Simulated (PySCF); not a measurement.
Molecule: SMILES C1=CN=NN1C, C3H5N3.

Molfile (atoms numbered from 1):
```
C3H5N3
     RDKit          3D

 11 11  0  0  0  0  0  0  0  0999 V2000
   -1.6843    0.1435    0.0900 C   0  0  0  0  0  0  0  0  0  0  0  0
   -0.2636   -0.0715   -0.0029 N   0  0  0  0  0  0  0  0  0  0  0  0
    0.7343    0.8387   -0.0749 C   0  0  0  0  0  0  0  0  0  0  0  0
    1.8737    0.0687   -0.1569 C   0  0  0  0  0  0  0  0  0  0  0  0
    1.5078   -1.2353   -0.1303 N   0  0  0  0  0  0  0  0  0  0  0  0
    0.2238   -1.3118   -0.0382 N   0  0  0  0  0  0  0  0  0  0  0  0
   -1.9276    0.7598    0.9670 H   0  0  0  0  0  0  0  0  0  0  0  0
   -2.0675    0.6326   -0.8174 H   0  0  0  0  0  0  0  0  0  0  0  0
   -2.1524   -0.8421    0.1960 H   0  0  0  0  0  0  0  0  0  0  0  0
    0.5579    1.9109   -0.0619 H   0  0  0  0  0  0  0  0  0  0  0  0
    2.9148    0.3751   -0.2304 H   0  0  0  0  0  0  0  0  0  0  0  0
  1  2  1  0
  2  3  1  0
  3  4  2  0
  4  5  1  0
  5  6  2  0
  6  2  1  0
  1  7  1  0
  1  8  1  0
  1  9  1  0
  3 10  1  0
  4 11  1  0
M  END
```

Geometry PBE0-D3(BJ)/def2-SVP throughout; GIAO in PySCF, gas phase, one conformer, non-relativistic; equivalent atoms averaged; basis pcSseg-2.

For orientation, HF gives these shifts δ (against TMS, NH3 at the same level): C4 141.0, C3 134.0, C1 35.4, N6 453.2, N5 426.9, N2 259.2, H11 7.91, H10 7.77, H7/H8/H9 4.06 ppm.

A run gave: C4 146.3, C3 130.9, C1 36.7, N6 413.2, N5 399.0, N2 270.8, H11 7.73, H10 7.40, H7/H8/H9 4.06 ppm (shifts δ (against TMS, NH3 at the same level)).

Q: Which functional was used in that run?
A. BLYP
B. OPBE
C. PBE
D. LDA

A: D. C4 tells them apart best: LDA gives 146.3, OPBE gives 136.2, BLYP gives 141.2, PBE gives 140.9 ppm.
